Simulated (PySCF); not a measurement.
**Working with the constants of HCl**

RHF-CCSD(T) constants of HCl, ¹Σ⁺ (singlet), closed shell (basis H aug-cc-pVDZ, Cl aug-cc-pV(D+d)Z; no relativity; PySCF 2.14; masses 1.0078 and 34.9689 u):

- ωe: 2985.3 cm⁻¹
- ωexe: 53.6 cm⁻¹
- Be: 10.386 cm⁻¹
- αe: 0.301 cm⁻¹
- D (centrifugal): 0.000503 cm⁻¹
- De to H + Cl: 4.42 eV

(1) Estimate the standard entropy (1 bar) and heat capacity of the ideal gas at 1000 K, rigid rotor with B0 and harmonic oscillator at the fundamental.

Correlated steps freeze 5 core orbitals. Correlated levels converge slowly with the basis: in double zeta they bind strong bonds too weakly, by up to about 1 eV, and carry superposition errors of some tenths. Where the molecule has an RHF reference, its open-shell atoms are computed with UHF.

Results:

(1) Translation (Sackur–Tetrode, M = 35.98 u): 178.7 J/(mol K). Rotation: q = kT/(σB0) = 67.9 with σ = 1, 43.4. Vibration: x = hcν0/kT = 4.14, 0.69. S° = 222.8 J/(mol K); Cp = 7R/2 + 2.34 = 31.4 J/(mol K).
